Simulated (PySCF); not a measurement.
Computed with TPSSh-D3(BJ)/def2-TZVP // BP86-D3(BJ)/def2-SVP (PySCF). All species are isolated molecules in the gas phase. 

Reference species (SMILES): `N` (neutral, multiplicity 1).

- dipole moment = 1.81 D

Changed species: `[C-]#[N+]C` (free ligand CNCH3; the reference has free ligand NH3).

Problem. Predict the effect on the dipole moment.

Solution. the dipole moment rises by 2.02 D, to 3.83 D.
